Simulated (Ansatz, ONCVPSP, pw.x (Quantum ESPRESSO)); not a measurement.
What a changed setting does to a pw.x run (bcc Ta)

Potential: optimised norm-conserving Vanderbilt (ONCV), ONCVPSP 4.0.1.1 (patched build), PBE; core [Kr] 4d10 4f14, reference 5s2 5p6 5d3 6s2; waves: 5s+6s: rc 1.65 bohr, ncon 4, nbas 9, qcut 6.8 1/bohr, 2 projectors; 5p: rc 1.80 bohr, ncon 3, nbas 7, qcut 8.7 1/bohr, 2 projectors, debl 1.7 Ha; 5d: rc 2.10 bohr, ncon 4, nbas 7, qcut 5 1/bohr, 2 projectors, debl 0.8 Ha; local part: polynomial inside 1.10 bohr (lpopt 5, dvloc0 0 Ha); core correction: Teter function, fcfact 3.75, rcfact 1.1.

The reference run (k-mesh 14³, cutoffs 65/260 Ry, Fermi–Dirac 0.01 Ry, mixing_beta 0.4, conv_thr 1e-9, no spin) gives -1.17 GPa at 18.192 Å³/atom, where all-electron LAPW gives 1.22 GPa. This run, with its own iteration cap, changes k-mesh shift to 1.

```
&control
  calculation='scf', prefix='x', pseudo_dir='./', outdir='./tmp', tstress=.true., disk_io='none'
/
&system
  ibrav=0, nat=1, ntyp=1, ecutwfc=65, ecutrho=260, nbnd=14,
  occupations='smearing', smearing='fd', degauss=0.01
/
&electrons
  conv_thr=1e-09, mixing_beta=0.4, electron_maxstep=60
/
ATOMIC_SPECIES
Ta 1.0 Ta.UPF
CELL_PARAMETERS angstrom
  -1.65681297 1.65681297 1.65681297
  1.65681297 -1.65681297 1.65681297
  1.65681297 1.65681297 -1.65681297
ATOMIC_POSITIONS crystal
Ta 0.0000 0.0000 0.0000
K_POINTS automatic
14 14 14 1 1 1
```

```bash
pw.x < Ta.scf.in > Ta.scf.out
```

Problem. How does the run end?

Solution. It converges in 7 iterations; the free energy moves by +1.8 meV/atom and the pressure by +0.12 GPa.

```
Message from routine setup:
     using ibrav=0 with symmetry is DISCOURAGED, use correct ibrav instead
     lattice parameter (alat)  =       5.4229  a.u.
     unit-cell volume          =     122.7657 (a.u.)^3
     number of electrons       =        13.00
     number of Kohn-Sham states=           14
     kinetic-energy cutoff     =      65.0000  Ry
     charge density cutoff     =     260.0000  Ry
     scf convergence threshold =      1.0E-09
     Exchange-correlation= PBE
     number of k points=   100  Fermi-Dirac smearing, width (Ry)=  0.0100
     iteration #  1     ecut=    65.00 Ry     beta= 0.40
     total energy              =    -121.75603634 Ry
     estimated scf accuracy    <       0.02488089 Ry
     iteration #  2     ecut=    65.00 Ry     beta= 0.40
     total energy              =    -121.75623091 Ry
     estimated scf accuracy    <       0.00405335 Ry
     iteration #  3     ecut=    65.00 Ry     beta= 0.40
     total energy              =    -121.75682155 Ry
     estimated scf accuracy    <       0.00020232 Ry
     iteration #  4     ecut=    65.00 Ry     beta= 0.40
     total energy              =    -121.75683331 Ry
     estimated scf accuracy    <       0.00000309 Ry
     iteration #  5     ecut=    65.00 Ry     beta= 0.40
     total energy              =    -121.75683422 Ry
     estimated scf accuracy    <       0.00000031 Ry
     iteration #  6     ecut=    65.00 Ry     beta= 0.40
     total energy              =    -121.75683428 Ry
     estimated scf accuracy    <          2.8E-09 Ry
     iteration #  7     ecut=    65.00 Ry     beta= 0.40
     the Fermi energy is    18.2573 ev
!    total energy              =    -121.75683428 Ry
     estimated scf accuracy    <          3.9E-10 Ry
     smearing contrib. (-TS)   =      -0.00609090 Ry
     The total energy is F=E-TS. E is the sum of the following terms:
     one-electron contribution =     -18.48888365 Ry
     hartree contribution      =      14.65420325 Ry
     xc contribution           =     -19.69734258 Ry
     ewald contribution        =     -98.21872041 Ry
     convergence has been achieved in   7 iterations
          total   stress  (Ry/bohr**3)                   (kbar)     P=      -10.48
     Message from routine punch:
     Nothing written, as per user request (disk_io='none')
```

The run took about 30 s on one core of a shared host (Neoverse-N1, 64 threads, 124 GiB, load 48).
